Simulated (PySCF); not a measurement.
## `c1c[cH+][cH+]1`, [C4H4]2+, charge +2

Cartesian coordinates in Å; atom numbers follow the order of the lines, from 1:
```xyz
8

C    -0.975   -0.031    0.080
C     0.119   -0.833    0.494
C     0.907    0.296    0.153
C    -0.060    0.499   -0.865
H    -2.025    0.150    0.397
H     0.287   -1.875    0.845
H     1.808    0.816    0.544
H    -0.078    0.838   -1.923
```

Total charge +2.

The calculation used GIAO B3LYP/IGLO-III magnetisability, rotational g tensor and spin-rotation constants, non-relativistic, gas phase (PySCF). Geometry: PBE0-D3(BJ)/def2-SVP.

For an ion the centre-of-mass motion in the field is neglected.

(1) Give the nuclear spin-rotation constants along the inertial axes (H = +C I·J) beside the isotropic shieldings.

Results:

(1) Rotational constants 14.9206, 14.9168, 8.5443 GHz. A star marks the isotopologue with that one atom substituted, in its own axes.
```
atom  isotope  Caa (kHz)  Cbb (kHz)  Ccc (kHz)  mean (kHz)  σ (ppm)
  H5       1H     -0.557     -0.557     -0.931      -0.682     19.8
  H6       1H     -0.558     -0.558     -0.930      -0.682     19.8
  H7       1H     -0.558     -0.557     -0.931      -0.682     19.8
  H8       1H     -0.558     -0.558     -0.931      -0.682     19.8
  C1     13C*      7.904      7.894      0.763       5.520     -2.2
```
Where two moments of inertia are equal or nearly so, the constants along those axes are given as their average.
For the geometry as given, no vibrational averaging.
